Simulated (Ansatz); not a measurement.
**SiCl (doublet): wave-function methods side by side, def2-QZVPP**

One table from this session's results is given with a row withheld; the runs are named, their logs left out.

Computed with Ansatz 0.2.0, Gaussian basis. Level: def2-QZVPP, core rule «outside noble gas», up to 10 orbitals frozen.

Plan: UHF; ROHF; CCSD(T) on UHF.

2 further runs of the same task are left out: 2 set aside as unsound or not needed.

## What is computed

The geometry is a PBE0/def2-TZVP stationary point (not a proven minimum).

2 atoms, charge 0, spin multiplicity 2.

Atoms are counted from 1 here; the program's logs count them from 0.

Bond lengths: Si1–Cl2 2.067 Å.

Set-up of the first run:

The input, in.yaml:

```yaml
crystal:
  periodic: [false, false, false]
  atoms:
    - {symbol: Si, position_ang: [0.000000, 0.000000, 0.000000]}
    - {symbol: Cl, position_ang: [0.000000, 0.000000, 2.067100]}
basis:
  gaussian: {orbitals: "def2-QZVPP.json"}
magnetization: {spin_polarized: true, initial_magnetization: 1}
hamiltonian: {xc: hf}
output: {orbitals: {seedname: orbitals}}
```

The run is started by

```
> ansatz run in.yaml --threads 1 --pin off --events-out ev --progress --plain --max-ram 2393MiB
```

Among the steps run: UHF; ROHF; CCSD(T) on UHF.

One table of the session follows, with a row left open; its other results are not shown here.

It belongs to the step «Misses and costs». 

| method | from UCCSD(T) (meV) |
| --- | --- |
| ROHF | +9174.1 |
| UHF | +9026.9 |
| UMP2 | ? |
| UCCSD | +427.5 |
| UCCSD(T) | 0 |

Q: Estimate the row for UMP2 from the others.

As computed: from UCCSD(T) (meV): +1185.2. In the column «from UCCSD(T) (meV)» it lies between UCCSD (+427.5) and UHF (+9026.9).
